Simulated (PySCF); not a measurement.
Compound: trans-2-pentene, C₅H₁₀.
Atom-mapped SMILES: `[CH3:1]/[CH:2]=[CH:3]/[CH2:4][CH3:5]` (hydrogens: H6, H7, H8 on C1; H9 on C2; H10 on C3; H11, H12 on C4; H13, H14, H15 on C5)

Structure used (PBE0-D3(BJ)/def2-TZVP), in Å, numbered top down from 1:
```xyz
15
C5H10 angstrom
C      2.5578   -0.1367    0.0901
C      1.1789   -0.1691   -0.4737
C      0.0709   -0.3670    0.2298
C     -1.3127   -0.3891   -0.3280
C     -2.2041    0.6914    0.2741
H      3.1880   -0.9116   -0.3584
H      3.0467    0.8211   -0.1148
H      2.5491   -0.2893    1.1712
H      1.0901   -0.0198   -1.5497
H      0.1562   -0.5108    1.3077
H     -1.7660   -1.3696   -0.1364
H     -1.2688   -0.2752   -1.4157
H     -3.2199    0.6336   -0.1237
H     -2.2650    0.5891    1.3608
H     -1.8086    1.6862    0.0569
```

Linear response at PBE0/aug-cc-pVTZ (PySCF, frozen core in the response, non-relativistic). One conformer (not necessarily the lowest) at the PBE0-D3(BJ)/def2-TZVP geometry, without solvent, vibrations or thermal averaging.

Static isotropic polarisability: 66.41 au (9.84 Å³), principal values 54.0, 58.4, 86.8 au.

Problem. What is the polarisability at 1064 nm and at the sodium D line?

Solution. 67.04 au at 1064 nm (+0.9 %), 68.54 au at 589.3 nm (+3.2 %). The rise at 589.3 nm is 3.40 times that at 1064 nm; a pure ω² law gives 3.26. The lowest singlet lies at 206 nm, shorter than both wavelengths.

Problem. What is the isotropic C6 coefficient between two such molecules, C6 = (3/π)∫α(iω)² dω?

Solution. 1765 au (Eh·bohr⁶) by a ten-point quadrature over imaginary frequencies, which is 1050 eV·Å⁶ or 102 J·nm⁶/mol.

Problem. Which effective excitation energy ω̄ makes London's formula C6 = (3/4)α²ω̄ exact here?

Solution. ω̄ = 4·C6/(3α²) = 0.534 Eh = 14.5 eV. A one-pole form α(ω) = α/(1 − ω²/ω̄²) fitted to the 1064 nm value gives 12.0 eV.

Problem. What three-body coefficient follows from the one-pole estimate C9 = (3/4)·α·C6?

Solution. 87900 au. This is an estimate from the two numbers above, not a computed integral.

Problem. What molar refraction at the D line follows from R = (4π/3)·N_A·α′, with α′ the polarisability volume?

Solution. α′ = 10.16 Å³ gives R = 25.62 cm³/mol, for isolated, non-vibrating species.

Problem. What does −C6/R⁶ come to at R = 10 Å between centres?

Solution. -100 J/mol. This is the leading, orientation-averaged term; C8 and higher terms are left out.

Problem. The lowest 10 singlets have (eV, f): 6.01, 0.016; 6.33, 0.003; 6.36, 0.041; 6.59, 0.023; 6.88, 0.219; 7.10, 0.052; 7.17, 0.011; 7.21, 0.007; 7.42, 0.016; 7.71, 0.015. What share of the static polarisability do they carry in the sum over states α = Σ f/ω²?

Solution. 6.36 au, 9.6 % of α; the largest term, 3.43 au, is that of the state at 6.88 eV. Their oscillator strengths add up to 0.40. Higher states carry the rest.

Problem. How many electrons N does the Slater–Kirkwood formula C6 = (3/4)·√N·α^(3/2) need to give this C6?

Solution. N = (4·C6/3)²/α³ = 18.9; the species has 40 electrons in all.

Problem. How anisotropic is the static polarisability, by Δα² = ½[(α1 − α2)² + (α2 − α3)² + (α3 − α1)²]?

Solution. Δα = 30.8 au, or 0.46 of the isotropic value.

Time: 1.7 min wall, 3.8 min CPU; peak memory 2.0 GiB. Hardware: 2 threads of an AMD EPYC, no GPU, shared host. This is the whole response run at PBE0/aug-cc-pVTZ, SCF included.
